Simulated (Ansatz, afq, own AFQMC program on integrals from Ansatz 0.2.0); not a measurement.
Two steps: Ansatz 0.2.0 writes the Fock matrix and Cholesky factors of the valence space, and afq projects on them the lowest state that overlaps trial and start.

```yaml
crystal:
  periodic: [false, false, false]
  atoms:
    - {symbol: Cl, position_ang: [0.000000, 0.000000, -1.197600]}
    - {symbol: H, position_ang: [0.000000, 0.000000, 0.081200]}
    - {symbol: H, position_ang: [0.000000, 0.000000, 1.116400]}
basis:
  gaussian: {orbitals: cc-pVTZ}
magnetization: {spin_polarized: true, initial_magnetization: 1}
correlation: {method: ccsd_t, electrons: outside_noble_gas, hamiltonian_folder: ham}
```

```sh
$ ansatz run in.yaml --threads 1 --pin off --events-out ev --progress --plain --max-ram 16896MiB --backend cuda --devices 0, --max-vram 18GiB
```

Options of the walk:

```
--method phaseless --trial cisd --walkers 4000 --populations 20 --least-time 60 --time-step 0.005 --steps-per-block 50 --equilibration-blocks 28 --max-blocks 4000 --target-error 0.00018 --factor-cut 1e-05 --start spin_pure --seed 1281 --release-times 0.24,0.51,0.99,1.62,2.4 --release-step 0.03 --release-every 3 --taylor-order 6
```

Times are imaginary, in 1/Eh. The walk had a cap of 192 s. With eight or more populations the least sampling time is a fifth of least-time, and the error comes from their spread.

afq prints:

```
orbitals 57  electrons 5 4  factors 343 of 349
reference energy -460.58175551 Eh
CCSD correlation -0.23335744 Eh in 10 cycles, weight of the determinant in the CISD state 0.9129
energy of the start -460.814646 Eh
 block  time / (1/Eh)  mean weight  energy / Eh
     1     0.250  1.0000  -460.813932
     2     0.500  1.0001  -460.817159
     3     0.750  1.0000  -460.819599
     4     1.000  1.0001  -460.821489
     5     1.250  1.0001  -460.822424
    10     2.500  1.0005  -460.824441
    15     3.750  0.9996  -460.823969
    20     5.000  0.9998  -460.824936
    21     5.250  1.0003  -460.825420
    25     6.250  1.0001  -460.823972
    30     7.500  1.0001  -460.823944
    35     8.750  0.9995  -460.823632
    36     9.000  1.0001  -460.823374
    40    10.000  0.9999  -460.824535
    45    11.250  1.0001  -460.823639
    50    12.500  1.0002  -460.823947
    55    13.750  0.9998  -460.823849
    60    15.000  1.0001  -460.823646
    65    16.250  0.9998  -460.824257
    70    17.500  1.0000  -460.824442
    75    18.750  0.9999  -460.824239
    78    19.500  1.0001  -460.824311
error from the spread of 20 populations
released: time / (1/Eh)  energy / Eh  error  mean overlap
  0.24  -460.824263  0.000084  1.0008
  0.51  -460.824351  0.000084  0.9993
  0.99  -460.824464  0.000072  0.9941
  1.62  -460.824518  0.000094  0.9824
  2.40  -460.824437  0.000109  0.9794
energy -460.824116 +/- 0.000078 Eh
(rows thinned)
```

The run passed its tests (sampling time, drift between the halves within three errors, error under three times the target), which doesn't prove that it has relaxed.

Against this walk (error 2.1 meV) on the same determinant: CCSD(T) 17.6 meV higher, CCSDT(Q) 7.8 meV lower. The error is statistical and leaves out the bias of the constraint. Released to 2.40 1/Eh the energy lies 9 ± 4 meV (both errors) below the phaseless value, which shows part or all of the bias of the constraint, and CCSDT(Q) lies 1.0 meV above the released value.

Cautions: constraint bias not in the error.

The walk took 96 s on 1 × NVIDIA H100 80GB HBM3 with 2 threads of AMD EPYC 7R13 Processor (Zen 3), on a shared host (the card was shared). The log's last line is the phaseless energy.

CCSDT and higher add their correlation energy to the determinant of the CCSD(T) run, since their own runs factorise the integrals more tightly (a shift of under 2 meV). A walk keeps the symmetry of its determinant, which the program's search chose and which needn't be the lowest solution, so a lower state of the same spin and another symmetry isn't excluded.
